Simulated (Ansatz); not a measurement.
# CH₃OSi− (SMILES [CH2-][SiH]=O): functionals against CCSD(T) at one geometry

The task here is to estimate one member of a computed series from the others.

The runs use Ansatz 0.2.0, Gaussian basis; single points in def2-TZVPPD.

Correlated methods freeze the cores.

**The system as given**

SMILES `[CH2-][SiH]=O`, 6 atoms, charge -1, spin multiplicity 1.

Atoms are counted from 1 here; the program's logs count them from 0.

Bond lengths: C1–Si2 1.749 Å, C1–H4 1.074 Å, C1–H5 0.975 Å, Si2–O3 1.607 Å, Si2–H6 1.515 Å. Angles: Si2–C1–H4 124.1°, Si2–C1–H5 125.4°, H4–C1–H5 110.5°, C1–Si2–O3 137.3°, C1–Si2–H6 108.7°, O3–Si2–H6 113.6°.

Coordinates:

```xyz
6

C    -0.7475    0.3209   -0.5805
Si    0.4960   -0.3193    0.4704
O     1.2409   -1.7248    0.6988
H    -1.2908   -0.2660   -1.2966
H    -1.0242    1.2552   -0.6249
H     1.0982    0.8230    1.2631
```

Set-up of the first run:

run/in.yaml reads:

```yaml
crystal:
  periodic: [false, false, false]
  atoms:
    - {symbol: C, position_ang: [-0.747500, 0.320900, -0.580500]}
    - {symbol: Si, position_ang: [0.496000, -0.319300, 0.470400]}
    - {symbol: O, position_ang: [1.240900, -1.724800, 0.698800]}
    - {symbol: H, position_ang: [-1.290800, -0.266000, -1.296600]}
    - {symbol: H, position_ang: [-1.024200, 1.255200, -0.624900]}
    - {symbol: H, position_ang: [1.098200, 0.823000, 1.263100]}
basis:
  gaussian: {orbitals: "def2-TZVPPD.json"}
total_charge: -1
correlation: {method: ccsd_t}
output: {forces: true}
```

The basis file named in the input lies beside it (Basis Set Exchange, JSON).

The command line of these runs was not kept.

Among the steps run: CCSD(T)/def2-TZVPPD; PBE0-D4/def2-TZVPPD; wB97M-V/def2-TZVPPD; r2SCAN-D4/def2-TZVPPD; PBE-D4/def2-TZVPPD; B97M-V/def2-TZVPPD; r2SCANh-D4/def2-TZVPPD.

One of the session's tables, all rows but one given; the rest of the session is left out.

```
    method  RMS force component (eV/Å)  angle to CCSD(T) forces (°)
   CCSD(T)                       1.877                    reference
   PBE0-D4                       1.939                          4.1
   wB97M-V                           ?                            ?
 r2SCAN-D4                       1.894                          2.5
    PBE-D4                       1.883                          5.0
    B97M-V                       1.903                          6.3
r2SCANh-D4                       1.916                          4.2
```

**Question.** Estimate the row for wB97M-V.

**Answer.** RMS force component (eV/Å): 1.915; angle to CCSD(T) forces (°): 4.6. In the column «RMS force component (eV/Å)» it lies between B97M-V (1.903) and r2SCANh-D4 (1.916).
